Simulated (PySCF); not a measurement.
# Stretching BN

Set-up: B 6-31G(d,p), N 6-31G(d,p); no relativity (PySCF 2.14). Energies in eV from B + N in their ground configurations at the same level. State: ³Π (triplet), unpaired electrons σ ↑, π ↑.

All columns are PBE0. A positive dipole means B(−)N(+).

```
R (Å)  E (eV)  μ (D)  Mulliken charge on B (basis-dependent)  HOMO (eV)  LUMO (eV)  Mayer bond order  ⟨S²⟩
1.139  -3.326  -1.84                                    0.14      -8.95      -5.54              2.34  2.00
1.192  -4.119  -1.89                                    0.18      -8.94      -5.30              2.31  2.00
1.245  -4.563  -1.94                                    0.21      -8.68      -5.09              2.29  2.00
1.284  -4.722  -1.97                                    0.23      -8.51      -4.94              2.26  2.00
1.324  -4.765  -1.99                                    0.25      -8.34      -4.80              2.24  2.00
1.364  -4.719  -2.01                                    0.26      -8.18      -4.67              2.22  2.00
1.417  -4.551  -2.02                                    0.28      -7.98      -4.51              2.18  2.00
1.483  -4.225  -2.00                                    0.29      -7.74      -4.33              2.13  2.00
1.562  -3.741  -1.94                                    0.30      -7.47      -4.16              2.03  2.01
1.668  -3.051  -1.80                                    0.30      -7.09      -4.23              1.83  2.03
```

A fit through these points gives, at Re = 1.322 Å, μ = -1.99 D and dμ/dR = -0.505 D/Å; the reduced mass is 6.164 u.

**Question.** How strong is the fundamental in the double-harmonic approximation, I = 42.26·(dμ/dR)²/μred km/mol?

**Answer.** I = 42.26·(-0.505)²/6.164 = 1.75 km/mol at PBE0.

The state is the lowest determinant that a PBE0 search found; another state may lie lower at other levels.
